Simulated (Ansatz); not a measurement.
# FH3Si2: the cost of one run

Computed with Ansatz 0.2.0, Gaussian basis. Level: PBE0-D4, def2-SVP first, then def2-TZVP.

77 further runs of the same task are left out: 1 that didn't finish, 76 set aside as unsound or not needed.

## Step 1: Where the work starts

The guess: 6 atoms, charge 0, spin multiplicity 1.

Atoms are counted from 1 here; the program's logs count them from 0.

Bond lengths: Si2–Si3 2.248 Å, Si2–H5 1.479 Å, Si2–H6 1.470 Å, Si3–H4 1.493 Å. Angles: Si3–Si2–H5 145.1°, Si3–Si2–H6 107.4°, H5–Si2–H6 100.2°, Si2–Si3–H4 102.5°.

Coordinates:

```xyz
6
FH3Si2
F     0.9260    0.3309   -0.9892
Si   -0.1136    0.0861    0.8500
Si   -1.0091   -0.0188   -1.2091
H    -0.6828   -1.4123   -1.6326
H     0.8942   -0.4918    1.7654
H    -0.0146    1.5060    1.2155
```

Distances that are to change: F1–Si3 1.98 Å, F1–Si2 2.13 Å.

## Step 2: Relaxing the guess with the reacting distances held

hold/in.yaml reads:

```yaml
crystal:
  periodic: [false, false, false]
  atoms:
    - {symbol: F, position_ang: [0.926000, 0.330900, -0.989200]}
    - {symbol: Si, position_ang: [-0.113600, 0.086100, 0.850000]}
    - {symbol: Si, position_ang: [-1.009100, -0.018800, -1.209100]}
    - {symbol: H, position_ang: [-0.682800, -1.412300, -1.632600]}
    - {symbol: H, position_ang: [0.894200, -0.491800, 1.765400]}
    - {symbol: H, position_ang: [-0.014600, 1.506000, 1.215500]}
basis:
  gaussian: {orbitals: def2-SVP}
hamiltonian: {xc: pbe0, dispersion: d4}
relax: {f_tol: 0.04, max_steps: 150, escape_saddle: false, constraints: [{distance: [0, 2]}, {distance: [0, 1]}]}
```

On the command line:

```bash
$ ansatz run in.yaml --threads 2 --pin off --events-out ev --progress --plain --max-ram 4352MiB
```

**Question.** How long does this run take on 2 threads of Arm Neoverse V1, shared host?

About 7 s.
